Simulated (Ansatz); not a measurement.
## Which is lower?

Two relaxed structures of CH6B2, singlet (PBE0-D4/def2-TZVP; forces vanish, vibrations not checked).

A:

```
9
angstrom
B -0.4738 0.6424 -1.0142
C 0.6162 -0.0200 -0.1326
B -0.0431 -0.5417 1.1704
H -1.3987 -0.0093 -1.4055
H -0.4206 1.8026 -1.3037
H 1.5159 0.5755 0.0131
H 0.8276 -0.9565 -0.6809
H 0.2815 -0.1227 2.2436
H -0.9050 -1.3703 1.1097
```

B:

| atom | x (Å) | y (Å) | z (Å) |
| --- | --- | --- | --- |
| B1 | -0.6006 | 0.0759 | -0.1548 |
| C2 | 0.9414 | -0.2173 | -0.2470 |
| B3 | 0.2371 | -0.3351 | 1.1538 |
| H4 | -1.5751 | 0.3837 | -0.7584 |
| H5 | -0.5412 | 0.7766 | 1.0142 |
| H6 | 1.6133 | 0.6183 | -0.4147 |
| H7 | 1.2614 | -1.1304 | -0.7386 |
| H8 | 0.3864 | -0.5786 | 2.3059 |
| H9 | -0.8891 | -0.9526 | 0.6939 |

Computed with Ansatz 0.2.0 (basis: def2-TZVPP); correlated methods freeze the cores. B3LYP uses VWN-RPA correlation.

Problem. Which structure is lower at CCSD(T), and by how much? (To be estimated.)

Solution. Computed: A, by 3.85 kcal/mol (electronic energy, against the other). By their contacts, A is CH₆B₂ ([BH2][CH2][BH2]) and B is CH₆B₂ ([H]1[BH]23[H][BH]12[CH2]3).

Problem. Do the other methods give the same order? (Judge from chemistry; the calculation decides.)

Solution. By the calculation: Not all: PBE-D4, r2SCAN-D4, PBE0-D4 give the other order.

```
   method  E(B) − E(A) (kcal/mol)
   PBE-D4                   -4.64
r2SCAN-D4                   -1.66
  PBE0-D4                   -2.52
 B3LYP-D4                    5.71
  wB97M-V                    2.34
       HF                   20.57
      MP2                    1.94
     CCSD                    6.00
  CCSD(T)                    3.85
```

T1 diagnostic: at most 0.012.

Labels in which every atom is bracketed show which atoms are joined, not bond orders.

For scale, one of the runs: CCSD(T)/def2-TZVPP, 177 basis functions, launched by `ansatz run in.yaml --threads 2 --pin off --events-out ev --progress --plain --max-ram 4352MiB`. The run took 49 s on 2 CPU threads of an AMD EPYC (shared host), with 1.6 GiB of host memory at its peak.
